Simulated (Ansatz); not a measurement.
This geometry of C$_{2}$H$_{7}$NS (11 atoms, charge 0, multiplicity 1) is a first-order saddle point.

All numbers below come from Ansatz 0.2.0, RKS r2SCAN-D4/def2-SVP.

```xyz
11
Properties=species:S:1:pos:R:3
N -0.910 0.972 -0.593
C -0.226 0.512 0.600
C 0.892 -0.539 0.336
S 1.269 -0.975 -1.395
H -1.431 0.209 -1.027
H -1.597 1.679 -0.335
H 0.235 1.396 1.072
H -0.897 0.074 1.374
H 1.856 -0.164 0.715
H 0.690 -1.469 0.888
H 0.184 -1.752 -1.614
```

Q: Which two structures does it join? (They come from a converged band through this point; their orientation in space is the band's.)

A: No bond is made or broken. The dihedral N1–C2–C3–H9 goes from 53 to 179°.

Image 0:

```xyz
11
Properties=species:S:1:pos:R:3
N -0.351 1.395 -0.566
C -0.263 0.460 0.539
C 0.829 -0.568 0.284
S 0.515 -1.633 -1.176
H -0.551 0.869 -1.420
H -1.136 2.031 -0.430
H 0.006 1.014 1.458
H -1.207 -0.087 0.773
H 1.773 -0.052 0.045
H 1.000 -1.202 1.167
H -0.551 -2.283 -0.654
```

Image 10:

```xyz
11
Properties=species:S:1:pos:R:3
N -1.273 0.216 -0.375
C -0.169 0.458 0.542
C 0.978 -0.510 0.274
S 1.643 -0.348 -1.421
H -1.777 -0.631 -0.113
H -1.947 0.978 -0.345
H 0.194 1.487 0.381
H -0.446 0.376 1.617
H 1.813 -0.312 0.963
H 0.648 -1.550 0.451
H 0.402 -0.221 -1.955
```

Q: How far does it lie above each of them?

A: 37.3 kJ/mol above the first and 39.4 kJ/mol above the second. This is the barrier of this one path; another mechanism may lie lower.

Run time: 2.9 min on 2 threads of Arm Neoverse V2, with other jobs on the host, peak memory 0.14 GiB.
